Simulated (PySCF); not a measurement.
Molecule: `N#[N+][O-]`, N2O.

Geometry (Å), atoms numbered from 1 in this order:
```xyz
3

N    -1.124   -0.157    0.013
N    -0.021    0.068   -0.006
O     1.128    0.302   -0.027
```

Geometry PBE0-D3(BJ)/def2-SVP throughout; GIAO in PySCF 2.14.0 with density-fitted response routines, gas phase, one conformer, non-relativistic; equivalent atoms averaged; basis pcSseg-2.

(1) How do the shifts δ (against NH3, H2O at the same level) depend on the functional? (ppm; last column core-seconds on shared hosts with different chips, so compare them loosely; the GGAs took longer than the global hybrids here, which isn't the general rule, and the cause wasn't traced)

(2) Which nucleus moves most, in ppm?

Results:

(1) 
```
functional                    kind     N2     N1     O3  core-s
        HF            Hartree–Fock  289.9  189.4  139.0    0.84
       LDA                     LDA  267.4  173.4  146.2     2.4
       PBE                     GGA  258.4  164.9  144.2       3
      BLYP                     GGA  261.2  165.2  143.4       3
      BP86                     GGA  257.0  163.7  143.2     2.9
      OPBE                     GGA  248.6  159.8  145.2     3.2
       KT2                     GGA  250.7  157.3  142.4       3
       KT3                     GGA  247.4  155.9  143.8     3.2
     B97-D                     GGA  251.9  160.3  142.0       3
     B3LYP           global hybrid  268.4  171.8  143.9     1.8
      PBE0           global hybrid  267.0  172.4  144.7     1.8
  mPW1PW91           global hybrid  267.2  172.8  145.5     1.8
      WP04           global hybrid  258.9  172.3  154.1     2.2
     B97-2           global hybrid  261.2  168.1  143.6     2.1
 BHandHLYP           global hybrid  278.5  180.5  143.8       2
 CAM-B3LYP  range-separated hybrid  275.0  175.7  141.4     2.6
   wB97X-D  range-separated hybrid  269.6  173.2  143.6     2.5
   LC-wPBE  range-separated hybrid  272.9  175.0  137.9     3.6
```

(2) N2 (nitrogen bonded to N, O): from 247.4 ppm with KT3 to 289.9 ppm with HF. The smallest spread is 16.3 ppm, at O3.
